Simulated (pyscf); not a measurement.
HO–Si(F)(F)–F + hydrogen fluoride (HF) + hydrogen fluoride (HF) -> silicon tetrafluoride (F–Si(F)(F)–F) + water (H₂O) + hydrogen fluoride (HF), a multi-bond step (singlet surface; O–Si, F–H, F–H broken, F–Si, H–O, F–H formed). PySCF, gas phase, ωB97X-D3(BJ)/def2-SVP geometries. Energies in kJ/mol from the separated reactants.

Small-basis levels: PySCF, no dispersion term, spherical d functions. 

### Question
Quick HF/STO-3G single points give ΔE‡ = -130.5 kJ/mol and ΔE = -35.0 kJ/mol. What does ωB97M-D3(BJ)/def2-TZVP give, and how far is the quick result from it?

### Answer
ωB97M-D3(BJ)/def2-TZVP gives ΔE‡ = -19.5 kJ/mol and ΔE = -30.9 kJ/mol. HF/STO-3G lies 111.1 kJ/mol under it in the barrier and 4.1 kJ/mol under it in the reaction energy, so on this step it does not hold to within 12.6 kJ/mol. ωB97M-D3(BJ)/def2-TZVP has limits of its own. On the reactant side the descent ends in an adduct with a F–Si contact, 44.8 kJ/mol under the separated species and 26.3 kJ/mol under the saddle at ωB97X-D3(BJ)/def2-TZVP. On the product side the descent ends in an adduct with a O–Si contact, 20.7 kJ/mol under the separated species and 31.6 kJ/mol under the saddle at ωB97X-D3(BJ)/def2-TZVP. At ωB97M-D3(BJ) the saddle lies under the separated reactants, which points to a path from their complex (located at ωB97X-D3(BJ) alone). What is counted as formed (F–Si) is already present as a longer contact in the reactant adduct; forming that adduct is a step of its own. What is counted as broken (O–Si) persists as a longer contact in the product adduct; parting that adduct is a step of its own. This is the saddle that the search found; another between the same sides may lie lower.
